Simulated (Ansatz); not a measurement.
Consider the formal loss of a carbene: `FCCCCl` → `CCCl` + `[CH]F`.

Program: Ansatz. Geometries: PBE0-D4/def2-TZVP. ΔE: electronic, gas phase. CCSD(T)/CBS adds triple-zeta CCSD(T) − MP2 to the extrapolated MP2 energy (def2 sets, frozen cores). This one scheme is used for every species. Functionals use def2-TZVPP. B3LYP here is the variant with VWN-RPA as its local correlation; programs differ in this. One conformer a species, not always the lowest.

Is it downhill or uphill in electronic energy at CCSD(T)/CBS, and by how much? (Best estimate.)

The calculation gave: Uphill: ΔE = +375.0 kJ/mol.

What do these levels give: PBE0, B3LYP, MP2/def2-TZVPP, SCS-MP2/def2-TZVPP, MP2/def2-QZVPP, MP2/CBS(def2)? (An estimate is asked.)

The calculation gave: PBE0 390.9, B3LYP 360.1, MP2/def2-TZVPP 396.8, SCS-MP2/def2-TZVPP 378.3, MP2/def2-QZVPP 399.7, MP2/CBS(def2) 402.5 kJ/mol.

Largest T1 diagnostic among the species: 0.018.

In def2-TZVPP, CCSD(T) changes the Hartree–Fock value by +40.5 kJ/mol (the triples alone add +2.6 kJ/mol) and MP2 by +68.0 kJ/mol. The D4 term adds +11.7 kJ/mol with B3LYP and +6.4 kJ/mol with PBE0; it sums over pairs of atoms, weighted by their polarisabilities, and B3LYP, whose exchange is more repulsive, gets the larger term.
